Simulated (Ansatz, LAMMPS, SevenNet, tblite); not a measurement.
# How well does each level of theory give the equilibrium lattice constant a of wurtzite ZnS (high-temperature phase)?

Reference value: 3.823 Å (measured, temperature not stated, no zero-point or thermal correction, sources range from 3.811 to 3.823; as tabulated in Kisi, Elcombe, Acta Cryst. C 45, 1867 (1989), by the Crystallography Open …).

| level (code) | value (Å) | difference (%) |
|---|---|---|
| Stillinger–Weber CdTeZnSeHgS0.sw (LAMMPS) | 3.823 | 0.00 |
| GFN2-xTB (tblite) | 3.896 | +1.91 |
| SevenNet-0 (SevenNet) | 3.850 | +0.71 |
| LDA (Ansatz) | 3.738 | -2.22 |
| PBE (Ansatz) | 3.845 | +0.58 |
| r²SCAN (Ansatz) | 3.806 | -0.44 |
| PBE0 (Ansatz) | 3.829 | +0.16 |

Leaving aside Stillinger–Weber CdTeZnSeHgS0.sw, which can be fitted to such values or carry a doubt: The reference's temperature isn't stated, so close values are not ranked against it. Off by more than 1.25 % (a bound picked here): GFN2-xTB (+1.91 %), LDA (-2.22 %).

The reference has no zero-point or thermal correction, while the calculations are for a static lattice, so the differences are not the levels' errors alone. A static lattice is as a rule a little smaller than the measured one.  Stillinger–Weber CdTeZnSeHgS0.sw: the potential file covers more elements than this solid holds. GFN2-xTB: the method was fitted mainly to molecules. GFN2-xTB: the run uses a supercell at the zone centre in place of a k mesh. Cutoffs and k meshes differ between the levels. Ansatz's density-functional and Hartree–Fock values are scalar-relativistic unless marked +SOC, with PAW data made under PBE.

Empirical potentials (Stillinger–Weber CdTeZnSeHgS0.sw) are fitted to chosen data, which need not cover the solid at hand: agreement can be built in, and what lay outside the fit can be far off. Machine-learned potentials (SevenNet-0) are trained on DFT data, which may include these solids.

Differences are worked out from the printed values.

Ansatz is an electronic-structure program.
